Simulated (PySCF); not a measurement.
Isomers of C5H6S, one GFN2-xTB conformer each. Single-point energies are computed at PBE0/pcSseg-1 (PySCF, gas phase, no added dispersion term), electronic only.

Question: Rank them by PBE0/pcSseg-1 energy, lowest first (kJ/mol).
A. `Cc1ccsc1`
B. `CC1=CC=CS1`

Answer: B (0.0), A (1.0).

Neighbours under 10 kJ/mol apart (Cc1cccs1 and Cc1ccsc1) can change places with a better method, another conformer or zero-point energy. GFN2-xTB itself gives, in the same order: 2.0, 0.0. GFN2-xTB puts Cc1ccsc1 lowest instead.

Q: Which frontier levels, dipoles and rotational constants go with these structures?

A: 
| SMILES | HOMO (eV, PBE0/pcSseg-1) | LUMO (eV) | dipole (D) | A, B, C (MHz) |
| --- | --- | --- | --- | --- |
| Cc1cccs1 | -6.58 | -0.27 | 0.70 | 5280, 3166, 2004 |
| Cc1ccsc1 | -6.74 | -0.22 | 0.95 | 7063, 2474, 1853 |

Q: As an exercise, what shares would exp(−E/RT) give at 298.15 K from these electronic energies alone (no entropy, no degeneracies)?

A: RT = 2.479 kJ/mol: Cc1cccs1 60.0 %, Cc1ccsc1 40.0 %.
